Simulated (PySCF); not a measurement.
**C2H6N (SMILES C[CH]N) at RPA@B1B95/STO-3G (density fitting with cc-pvdz-jkfit)**

Aim: the vertical ionisation energy of C2H6N at RPA@B1B95/STO-3G (density fitting with cc-pvdz-jkfit), from 2 runs. The job is set up through a Python script.

Program for the calculation: PySCF 2.14.0.

4 further runs of the same task are left out: 4 set aside as unsound or not needed.

## (1) The structure to begin with

C2H6N has 9 atoms, charge 0, and is taken as a doublet. SMILES: `C[CH]N`. The shape is that of a GFN2-xTB optimisation. This is one conformer, not always the lowest.

Bond lengths: C1–C2 1.484 Å, C2–N3 1.401 Å, C1–H4 1.091 Å, C1–H5 1.088 Å, C1–H6 1.098 Å, C2–H7 1.077 Å, N3–H8 1.010 Å, N3–H9 1.012 Å. Some angles: C1–C2–N3 118.3°, C1–C2–H7 119.1°, N3–C2–H7 114.7°, C2–C1–H4 110.5°, C2–C1–H5 110.0°, C2–C1–H6 112.7°, C2–N3–H8 113.8°, C2–N3–H9 113.2°, H4–C1–H5 108.7°, H4–C1–H6 107.3°.

## (2) A single-point energy at RPA@B1B95/STO-3G (density fitting with cc-pvdz-jkfit)

The input, input.py:

```python
# C[CH]N
from pyscf import gto, dft
from pyscf.gw.urpa import URPA

mol = gto.Mole()
mol.atom = '''
C   -0.527640   0.678700  -0.693580
C    0.596060  -0.041770  -0.045340
N    0.314580  -0.847340   1.065620
H   -1.386350   0.017580  -0.815220
H   -0.222810   1.039710  -1.674170
H   -0.864540   1.548220  -0.113020
H    1.573320   0.410810  -0.037430
H    1.076390  -1.454540   1.332350
H   -0.559020  -1.351370   0.980790
'''
mol.basis = 'sto-3g'
mol.charge = 0
mol.spin = 1
mol.verbose = 4
mol.max_memory = 1860
mol.build()

calc0 = dft.UKS(mol)
calc0.xc = 'b1b95'
calc0 = calc0.density_fit(auxbasis='cc-pvdz-jkfit')
calc0.max_cycle = 100
calc0.kernel()
if not calc0.converged:
    calc0 = calc0.newton().run(calc0.mo_coeff, calc0.mo_occ)

rpa = URPA(calc0, frozen=3)
rpa.kernel()
e_exx = calc0.to_hf().energy_tot(calc0.make_rdm1())
e_final = e_exx + rpa.e_corr
print('E = %.10f Eh' % e_final)
```

Started as:

```sh
$ OMP_NUM_THREADS=1 python input.py
```

What it wrote:

```text
PySCF version 2.14.0

[... 95 lines left out ...]
converged SCF energy = -132.761573015067  <S^2> = 0.75221429  2S+1 = 2.0022131
[... 1 line left out ...]
******** <class 'pyscf.gw.urpa.URPA'> ********
nocc = (np.int64(10), np.int64(9)), nmo = (18, 18)
frozen orbitals 3
Lowest orbital energy difference: ( 4.4603e-01,  3.3507e-01)
E(URPA) = -132.226352954855  E_corr = -0.254504436947848  E_hf = -131.971848517907
E = -132.2263529549 Eh
```

Run time: 3.9 s. Hardware: 1 thread of Intel Xeon Platinum 8488C (Sapphire Rapids), shared host; peak memory 0.2 GiB.

## (3) The singlet cation, same level

The input, run.py:

```python
from pyscf import gto, dft
from pyscf.gw.rpa import RPA

mol = gto.Mole()
mol.atom = '''
C   -0.527640   0.678700  -0.693580
C    0.596060  -0.041770  -0.045340
N    0.314580  -0.847340   1.065620
H   -1.386350   0.017580  -0.815220
H   -0.222810   1.039710  -1.674170
H   -0.864540   1.548220  -0.113020
H    1.573320   0.410810  -0.037430
H    1.076390  -1.454540   1.332350
H   -0.559020  -1.351370   0.980790
'''
mol.verbose = 4
mol.basis = 'sto-3g'
mol.charge = 1
mol.max_memory = 1860
mol.build()

mf = dft.RKS(mol, xc='b1b95')
mf = mf.density_fit(auxbasis='cc-pvdz-jkfit')
mf.max_cycle = 100
mf.kernel()
if not mf.converged:
    mf = mf.newton().run(mf.mo_coeff, mf.mo_occ)

rpa = RPA(mf, frozen=3)
rpa.kernel()
e_exx = mf.to_hf().energy_tot(mf.make_rdm1())
etot = e_exx + rpa.e_corr
print('E = %.10f Eh' % etot)
```

Started as:

```sh
$ OMP_NUM_THREADS=1 python run.py
```

What it wrote:

```text
PySCF version 2.14.0

[... 73 lines left out ...]
converged SCF energy = -132.58711348191
[... 1 line left out ...]
******** <class 'pyscf.gw.rpa.RPA'> ********
method = RPA
nocc = 9  nmo = 18
frozen orbitals = 3
Lowest orbital energy difference:  2.8699e-01
E(RPA) = -132.093159730728  E_corr = -0.297777447878328  E_hf = -131.795382282849
E = -132.0931597307 Eh
```

It took 2.3 s on 1 thread of Intel Xeon Platinum 8488C (Sapphire Rapids), shared host; peak memory 0.19 GiB.

## (4) Outcome

Level: RPA@B1B95/STO-3G (density fitting with cc-pvdz-jkfit), 3 core orbitals frozen.

```
                                                                    quantity          value
                                                 doublet C2H6N: total energy  -132.22635 Eh
                      doublet C2H6N: dipole moment (B1B95 Kohn–Sham density)         1.17 D
doublet C2H6N: HOMO energy (B1B95 Kohn–Sham orbitals) (highest over α and β)       -1.55 eV
 doublet C2H6N: LUMO energy (B1B95 Kohn–Sham orbitals) (lowest over α and β)        3.51 eV
                             doublet C2H6N: RPA correlation energy (valence)     -254.5 mEh
                            doublet C2H6N: ⟨S²⟩ of the reference determinant          0.752
                                                singlet cation: total energy  -132.09316 Eh
                      singlet cation: HOMO energy (B1B95 Kohn–Sham orbitals)      -15.67 eV
                      singlet cation: LUMO energy (B1B95 Kohn–Sham orbitals)       -7.86 eV
                    singlet cation: HOMO–LUMO gap (B1B95 Kohn–Sham orbitals)        7.81 eV
                            singlet cation: RPA correlation energy (valence)     -297.8 mEh
                          vertical ionisation energy (to the singlet cation)       3.624 eV
```

**Reading.** The vertical ionisation energy comes to 3.62 eV (350 kJ/mol). Only the singlet of the ionised species was computed; a triplet could lie lower. In a minimal basis such a difference can be off by several eV, whatever the method. Mulliken charges (doublet C2H6N) of the mean-field density run from -0.40 on N3 to +0.20 on H8; they depend strongly on the basis.
